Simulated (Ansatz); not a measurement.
```yaml
crystal:
  periodic: [false, false, false]
  atoms:
    - {symbol: F, position_ang: [0.735138, 0.336374, 1.198850]}
    - {symbol: S, position_ang: [-0.481009, -0.090007, 0.240681]}
    - {symbol: F, position_ang: [0.313809, -1.382255, -0.285877]}
    - {symbol: Xx, position_ang: [-0.567950, 1.135877, -1.153655]}
basis:
  gaussian: {orbitals: pcseg-2}
hamiltonian: {xc: {name: HF}}
correlation: {method: ccsd}
```

```sh
$ ansatz run in.yaml --threads 4 --pin off --events-out ev --progress --plain --max-ram 10444MiB
```

Shortened log:

```
Error: YAML parse error: error: line 7 column 16: `Xx` is not an element symbol (H … Og, case-exact)
 --> <input>:7:16
5 |     - {symbol: S, position_ang: [-0.481009, -0.090007, 0.240681]}
6 |     - {symbol: F, position_ang: [0.313809, -1.382255, -0.285877]}
7 |     - {symbol: Xx, position_ang: [-0.567950, 1.135877, -1.153655]}
8 | basis:
9 |   gaussian: {orbitals: pcseg-2}
```

Q: What is wrong with this run?

A: An element symbol is wrong. The input was rejected before any iteration.
